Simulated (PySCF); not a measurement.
## MgP⁺ at revPBE

Level: revPBE. basis Mg def2-SVP, P def2-SVP; no relativity; PySCF 2.14.

```json
{
  "state": "³Σ⁻ (triplet), unpaired electrons π ↑↑",
  "bond length": "2.516 Å",
  "harmonic wavenumber": "327 cm⁻¹",
  "force constant": "0.851 mdyn/Å",
  "rotational constant Be": "0.1970 cm⁻¹",
  "anharmonicity ωexe": "2.12 cm⁻¹",
  "vibration–rotation constant αe": "0.00162 cm⁻¹",
  "well depth De to Mg⁺ + P": "1.56 eV",
  "dissociation energy D0": "1.54 eV",
  "bond order (Mayer)": "1.34",
  "dipole moment (positive dipole points towards P; it is taken about the centre of mass and depends on that origin)": "-6.75 D"
}
```

For an ion De counts to the pair picked by the measured ionisation energies or electron affinities, which need not be the lowest pair at this level. The state is the lowest determinant that a PBE0 search found; another state may lie lower at other levels.
